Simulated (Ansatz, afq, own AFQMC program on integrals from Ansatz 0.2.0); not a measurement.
Where AFQMC and coupled cluster stand for BGeH2, doublet

```xyz
4

Ge    0.0000    0.0000   -0.1695
B     0.0000    0.0000    1.3135
H     0.0000    1.3134   -0.9353
H     0.0000   -1.3134   -0.9353
```

Connectivity, by distances: GeH2–B.

Basis cc-pVDZ. Only valence electrons are correlated. AFQMC by an in-house program on the Cholesky factors that Ansatz 0.2.0 writes for its CCSD(T) run. The CISD trial takes its coefficients from CCSD amplitudes. Released means that phaseless walkers are propagated on without the constraint, phases kept. Uncertainties: one standard error, sampling alone. No spin–orbit coupling.

Determinant: ROHF, the one that the program's search chose, which needn't be the lowest solution. The geometry is a point of a scan.

No full CI on the walks' own integrals is used here; CCSDT(Q) serves as the reference and is uncertain by about the last step of the cluster series.

Cautions: no relativity below Rb; no spin-orbit coupling; inner d shell frozen; the released energies are still falling, so no released level is given (meV from the phaseless value at times in 1/Eh: -9 ± 11 at 0.24, -9 ± 10 at 0.51, -15 ± 10 at 0.99, -24 ± 8 at 1.62, -31 ± 10 at 2.40), though the last usable value meets CCSDT(Q) within the noise.

* T1 diagnostic: 0.0268
* weight of the determinant in the CISD state: 0.877
* size of the correlated space: 9 electrons in 36 orbitals

Reference: CCSDT(Q), correlation energy -4.929 eV.

```csv
level,E − E(reference) (mEh),share of correlation (%)
HF,181.14,0.00
MP2,41.54,77.07
CCSD,7.61,95.80
CCSD(T),1.57,99.13
CCSDT,0.30,99.84
ph-AFQMC/CISD,1.12 ± 0.37,99.38
```

A walk keeps the symmetry of its determinant, which the program's search chose and which needn't be the lowest solution, so a lower state of the same spin and another symmetry isn't excluded.
